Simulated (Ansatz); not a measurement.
`S[Si]Cl` + H₂ → `[SiH]S` + HCl  (hydrogenolysis of the Si–Cl bond)

Program: Ansatz. Geometries: PBE0-D4/def2-TZVP. ΔE: electronic, gas phase. CCSD(T)/CBS is frozen-core, at the limit of the def2 triple- and quadruple-zeta sets. DFT in def2-TZVPP. Each species was taken in one conformer, which may not be the lowest.

Is it downhill or uphill in electronic energy at CCSD(T)/CBS, and by how much? (An estimate is asked.)

Ansatz gave: Uphill: ΔE = +1.14 eV.

What do these levels give: revPBE-D4, r2SCANh-D4, PBE0, HF/def2-SVP, HF/cc-pV(D+d)Z, MP2/CBS(cc)? (An estimate is asked.)

The calculation gave: revPBE-D4 1.21, r2SCANh-D4 1.18, PBE0 1.09, HF/def2-SVP 0.82, HF/cc-pV(D+d)Z 0.78, MP2/CBS(cc) 1.25 eV.

Largest T1 diagnostic among the species: 0.016.

The D4 term adds +0.08 eV with B3LYP and +0.04 eV with PBE0; it sums over pairs of atoms, weighted by their polarisabilities, and B3LYP, whose exchange is more repulsive, gets the larger term. From BLYP to BHLYP (50 % exact exchange), in def2-TZVPP and without D4, ΔE moves by −0.07 eV.

B3LYP here is the variant with VWN-RPA as its local correlation; programs differ in this.
